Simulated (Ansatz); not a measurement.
**As2⁺, doublet: the ladder up to UCCSDT(Q)**

Geometry: that of the As2, singlet, kept fixed.

```
atom   x (Å)   y (Å)   z (Å)
  As  0.0000  0.0000  0.0000
  As  0.0000  0.0000  2.0890
```

Basis cc-pVDZ; Ansatz 0.2.0. Only valence electrons are correlated (noble-gas cores and the filled d shells of p-block atoms frozen), which leaves 9 electrons in 26 orbitals. Prefix R: restricted or restricted open-shell reference; prefix U: unrestricted. Active spaces: valence = (9e, 8o) chosen from the atoms' valence shells. No spin–orbit coupling is included, and no scalar relativity.

Full CI isn't at hand for all of this; UCCSDT(Q) serves as the reference, and is uncertain by about the last step of the cluster series. The frozen core follows each run's orbitals, which can shift R against U totals by a few meV for light atoms and by up to 0.1 eV past Ca.

Coupled cluster chose its determinant by trial CCSD, here up to 0.10 eV above the lowest Hartree–Fock solution of its kind, and MP2 stands on that determinant too.

```
UHF ⟨S²⟩                            : 1.116
⟨S²⟩ of the determinant under UCCSD : 0.755
T1 diagnostic (RCCSD)               : 0.0167
largest doubles amplitude (RCCSD)   : 0.152
T1 diagnostic (UCCSD)               : 0.0148
```

| level | E − E(UCCSDT(Q)) (kJ/mol) | share of correlation (%) | wall time |
| --- | --- | --- | --- |
| UMP2 | 94.5 | 82.12 | – |
| UCCSD | 29.0 | 94.52 | – |
| UCCSD(T) | 5.3 | 99.00 | 88 s |
| UCCSDT | 2.6 | 99.50 | – |

The correlation energy at UCCSDT(Q), counted from RHF, is -5.480 eV. That run took 1.9 min on 1 thread of Intel Xeon, shared host.

Run but not shown, since their state or frozen core can't be matched to the reference's or they repeat it: RHF, UHF, RMP2, CISD, RCCSD, RCCSD(T), BCCD(T), RCCSDT, RCCSDT(Q), CASSCF (valence space), NEVPT2 (valence space), MRCISD (valence space), MRCISD+Q (valence space).

Times hold each run's SCF and search for its determinant on a shared host, so for small cases they say little of a method's own cost; they ran on 1 thread of Intel Xeon.

Natural occupations of CASSCF (valence space) about the gap: 1.988 1.976 1.966 1.908 0.980 0.099 0.049 0.034; effectively unpaired electrons, Σ n²(2−n)², 1.09.
